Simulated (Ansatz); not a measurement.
Mulliken charges of C2H4OS (`CC(O)=S`) from r2SCAN/def2-TZVPP in Ansatz (PBE0-D4/def2-TZVP geometry).

```
atom   x (Å)   y (Å)   z (Å)  charge (e)
  C1   0.141   0.959  -0.063      -0.112
  C2  -0.070  -0.508  -0.199       0.204
  O3  -0.071  -1.105   0.990      -0.252
  S4  -0.277  -1.321  -1.594      -0.287
  H5   1.089   1.144   0.449       0.074
  H6  -0.650   1.383   0.563       0.074
  H7   0.143   1.443  -1.035       0.077
  H8  -0.212  -2.051   0.833       0.223
```

Problem. By hand: the dipole of these point charges (1 e Å = 4.8032 D).

Solution. Σ q r = (0.064, 0.287, 0.355) e Å, of length 0.461 e Å = 2.21 D.

Problem. How does the dipole of the full density compare? (An estimate is asked.)

Solution. The calculation gave: (0.050, 0.179, 0.377) e Å, 2.02 D; the point charges give 1.09 times that, at 13° from its direction.

Point charges leave out the atoms' own dipoles, such as those of lone pairs, and Mulliken's split depends on the basis, so the close match here is no proof of good charges.
